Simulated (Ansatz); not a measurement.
A calculation on wurtzite AlN returned lattice constant a 3.095 Å, lattice parameter c 4.950 Å, cohesive energy 5.85 eV/atom, elastic constant C11 424 GPa, elastic constant C44 127 GPa, Voigt–Reuss–Hill shear modulus 135 GPa.

For reference: lattice constant a 3.111 Å (measured, low temperature, extrapolated to low temperature; as tabulated in arXiv:1206.3780); lattice parameter c 4.979 Å (measured, low temperature, extrapolated to low temperature; as tabulated in arXiv:1206.3780); cohesive energy 5.85 ± 0.03 eV/atom (worked out here from tabulated enthalpies at 298 K, copied from a table, unchecked, brought to a static lattice with a Debye model, atoms in their spin–orbit ground levels; inputs from the CRC Handbook); elastic constant C11 410 GPa (measured, temperature not stated, no zero-point or thermal correction; as tabulated in Oses et al. (2018), arXiv:1811.08464); elastic constant C44 125 GPa (measured, temperature not stated, no zero-point or thermal correction; as tabulated in Oses et al. (2018), arXiv:1811.08464); Voigt–Reuss–Hill shear modulus 133 GPa (measured, temperature not stated, not corrected to a static lattice, Hill average of measured single-crystal constants; as tabulated in Oses et al. (2018), arXiv:1811.08464).

Q: Which level of theory produced these numbers?
(A) LC-ωPBE (Ansatz, an electronic-structure program)
(B) LDA (Ansatz)
(C) PBE-D3(BJ) (Ansatz)
(D) RPBE (Ansatz)

A: A, LC-ωPBE (Ansatz)

The others give: LDA 3.089 Å, 4.944 Å, 6.62 eV/atom, 397 GPa, 116 GPa, 124 GPa; PBE-D3(BJ) 3.109 Å, 4.978 Å, 5.99 eV/atom, 382 GPa, 113 GPa, 121 GPa; RPBE 3.149 Å, 5.050 Å, 5.32 eV/atom, 362 GPa, 110 GPa, 118 GPa.

Unless a cell is named, each level is at its own relaxed cell (LC-ωPBE 10.27, LDA 10.21, PBE-D3(BJ) 10.42, RPBE 10.84 Å³/atom).

Caveats: the dispersion coefficients are held fixed in the derivatives (PBE-D3(BJ)). Ansatz's density-functional and Hartree–Fock values are scalar-relativistic unless marked +SOC, with PAW data made under PBE.
